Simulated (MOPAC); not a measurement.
A run for MOPAC: AM1 on F (SMILES [F]), 2S+1 = 2.

```
AM1 1SCF PRECISE CHARGE=0 UHF MS=0.5 THREADS=1
F

F      0.00000000 1     0.00000000 1     0.00000000 1
```

The log:

```
*******************************************************************************
 **                                                                           **
 **                              MOPAC v23.2.5                                **
 **                                                                           **
 *******************************************************************************
 ** MOPAC's Digital Object Identifier: https://doi.org/10.5281/zenodo.6511958 **
 **                                                                           **
 ** Please cite the open-source release paper for use of this MOPAC version:  **
 ** J. E. Moussa and J. J. P. Stewart (2026)                                  **
 ** MOPAC: An open-source semiempirical molecular orbital program             **
 ** J. Open Source Softw., 11(119), 8025, https://doi.org/10.21105/joss.08025 **
 *******************************************************************************

                              AM1 CALCULATION RESULTS

 *******************************************************************************
 *  AM1        - The AM1 Hamiltonian to be used
 *  UHF        - UNRESTRICTED HARTREE-FOCK CALCULATION
 *
 *
 *
 *                 CHARGE ON SYSTEM = 0
 *
 *
 *
 *  MS=        - IN MECI, MAGNETIC COMPONENT OF SPIN =  0.5
 *  PRECISE    - TIGHTER CRITERIA TO BE USED
 *  1SCF       - DO 1 SCF AND THEN STOP
 *  THREADS=1  - MULTI-THREADING NOT USED
 *  T=         - A TIME OF 172800.0 SECONDS REQUESTED
 *  DUMP=N     - RESTART FILE WRITTEN EVERY 7200.0 SECONDS REQUESTED
 *******************************************************************************
AM1 1SCF PRECISE CHARGE=0 UHF MS=0.5 THREADS=1
 F

   ATOM   CHEMICAL          X               Y               Z
  NUMBER   SYMBOL      (ANGSTROMS)     (ANGSTROMS)     (ANGSTROMS)

     1       F          0.00000000  *   0.00000000  *   0.00000000  *



          CARTESIAN COORDINATES

    NO.       ATOM           X           Y           Z

     1         F          0.0000      0.0000      0.0000

  F: (AM1): M.J.S. DEWAR AND E. G. ZOEBISCH, THEOCHEM, 180, 1 (1988).

           Empirical Formula: F  =     1 atoms



      MOLECULAR POINT GROUP   :   R3


          UHF CALCULATION, NO. OF ALPHA ELECTRONS =    4
                           NO. OF BETA  ELECTRONS =    3

 -------------------------------------------------------------------------------
 AM1 1SCF PRECISE CHARGE=0 UHF MS=0.5 THREADS=1
 F



     1SCF WAS SPECIFIED, SO BFGS WAS NOT USED
     SCF FIELD WAS ACHIEVED


                              AM1 CALCULATION
                                                       MOPAC v23.2.5 Linux




          FINAL HEAT OF FORMATION =         18.89000 KCAL/MOL =      79.03576 KJ/MOL


          COSMO AREA              =         37.18 SQUARE ANGSTROMS
          COSMO VOLUME            =         21.31 CUBIC ANGSTROMS

          IONIZATION POTENTIAL    =         14.679885 EV
          ALPHA SOMO LUMO (EV)    =        -15.580
          BETA  SOMO LUMO (EV)    =        -14.680 -0.670
          NO. OF ALPHA ELECTRONS  =          4
          NO. OF BETA  ELECTRONS  =          3
          MOLECULAR WEIGHT        =         18.9984         POINT GROUP:  R3


          SCF CALCULATIONS        =          1





   ATOM   CHEMICAL          X               Y               Z
  NUMBER   SYMBOL      (ANGSTROMS)     (ANGSTROMS)     (ANGSTROMS)

     1       F          0.00000000  *   0.00000000  *   0.00000000  *

                             CARTESIAN COORDINATES

   1    F        0.000000000     0.000000000     0.000000000


           Empirical Formula: F  =     1 atoms



      MOLECULAR POINT GROUP   :   R3


          ALPHA EIGENVALUES
 -47.42558 -17.37988 -15.57988 -15.57988


           BETA EIGENVALUES
 -42.59558 -14.67988 -14.67988  -0.66988


              NET ATOMIC CHARGES AND DIPOLE CONTRIBUTIONS

  ATOM NO.   TYPE          CHARGE      No. of ELECS.   s-Pop       p-Pop
    1          F           0.000000        7.0000     2.00000     5.00000
 DIPOLE           X         Y         Z       TOTAL
 POINT-CHG.     0.000     0.000     0.000     0.000
 HYBRID        -0.000     0.000     0.000     0.000
 SUM           -0.000     0.000     0.000     0.000


          ATOMIC ORBITAL ELECTRON POPULATIONS

     Atom    s        px        py        pz
    1  F   2.00000   2.00000   2.00000   1.00000


                    (SZ)    =    0.500000
                    (S**2)  =    0.750000


          ATOMIC ORBITAL SPIN POPULATIONS

    Atom   Total    s     px     py     pz
         Atomic
    1  F  1.0000 -0.000  0.000  0.000  1.000

 **********************
 *                    *
 * JOB ENDED NORMALLY *
 *                    *
 **********************




 == MOPAC DONE ==
```

The run finished.

Cost: about 0.020 core-seconds (a rough figure).
